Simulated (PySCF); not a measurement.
Atoms are numbered as in `[CH2:1]=[C:2]1[CH2:3][CH2:4][CH2:5]1`. Hydrogens are named by the atom that carries them.

All values are calculated (PySCF): shieldings: GIAO B97-2/pcSseg-2, structure optimised with PBE0-D3(BJ)/def2-SVP. In vacuum, no relativistic terms, fast rotation and ring inversion assumed for equivalent nuclei, a single conformation.

References, each an isolated molecule treated in the same way: TMS for 13C (σref 183.46), 1H (σref 31.36).

```
      atoms  nucleus  count  δ (ppm)
         C4      13C      1        ?
         C2      13C      1    162.0
      C3/C5      13C      2     34.5
         C1      13C      1    112.3
      H(C1)       1H      2        ?
      H(C4)       1H      2     1.90
H(C3)/H(C5)       1H      4     2.76
```

Q: Estimate the values marked ?.

A: 
- C4: 19.3 ppm, sp3 CH2 in a ring; saturated and bonded to C and H only
- H(C1): 5.01 ppm, hydrogen on a terminal =CH2 carbon; attached to an sp2 carbon and in the plane of the double bond

Shifts are as computed. Against solution values, carbons near 30 ppm lie about +4 ppm off and those near 130 ppm about +7 ppm. Of 1211 compounds with measured shifts, 218 miss one by over three times the rms of a fit or turn the order of signals round; such compounds aren't used in these exercises.
